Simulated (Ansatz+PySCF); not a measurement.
The numbers below are computed, except where a source is named.
A run of Ansatz (development build ahead of 0.2.0) on doublet C₃H₅O at this shape:

```
atom    x (Å)    y (Å)    z (Å)
   C  -1.1380  -0.8693  -0.0001
   C  -0.0944   0.1221  -0.0003
   C   1.3694  -0.3593  -0.0001
   H  -2.1671  -0.5330   0.0011
   H  -0.9269  -1.9325  -0.0005
   O  -0.3752   1.3222   0.0000
   H   2.0318   0.5049  -0.0144
   H   1.5782  -0.9613   0.8895
   H   1.5722  -0.9875  -0.8727
```

Its results:

```
Converged                       : yes
Reference energy                : -191.41291 hartree
Correlation energy              : -0.68758 hartree
Total energy                    : -192.10049 hartree
Spin squared of the determinant : 0.900
Stability test                  : minimum
```

Forces (eV/Å):
| atom | Fx | Fy | Fz |
| --- | --- | --- | --- |
| C1 | -0.447 | -0.628 | 0.002 |
| C2 | 0.413 | 3.210 | 0.001 |
| C3 | -0.450 | 0.116 | -0.001 |
| H4 | 0.219 | 0.001 | -0.001 |
| H5 | 0.014 | 0.197 | 0.000 |
| O6 | 0.730 | -2.983 | -0.001 |
| H7 | -0.195 | -0.086 | 0.003 |
| H8 | -0.144 | 0.085 | -0.115 |
| H9 | -0.141 | 0.087 | 0.112 |

(1) Which input gives this output? Name the method, the orbitals and the basis set, and write the input.

## Answers

(1) UHF-MP2 in cc-pVTZ.

```yaml
crystal:
  periodic: [false, false, false]
  atoms:
    - { symbol: C, position_ang: [-1.13795, -0.86934, -6.0e-05] }
    - { symbol: C, position_ang: [-0.09436, 0.12214, -0.0003] }
    - { symbol: C, position_ang: [1.3694, -0.35927, -0.00012] }
    - { symbol: H, position_ang: [-2.16711, -0.53296, 0.00115] }
    - { symbol: H, position_ang: [-0.9269, -1.93254, -0.00053] }
    - { symbol: O, position_ang: [-0.37519, 1.32225, -2.0e-05] }
    - { symbol: H, position_ang: [2.0318, 0.50493, -0.01441] }
    - { symbol: H, position_ang: [1.57822, -0.96133, 0.88953] }
    - { symbol: H, position_ang: [1.5722, -0.98748, -0.87274] }
basis:
  gaussian: { orbitals: cc-pVTZ }
magnetization:
  spin_polarized: true
  initial_magnetization: 1
hamiltonian:
  xc: hf
correlation:
  method: mp2
  frozen_orbitals: { C: 1, H: 0, O: 1 }
output:
  forces: true
```

Caution: the unrestricted determinant is spin contaminated; forces differ strongly between restricted and unrestricted references.
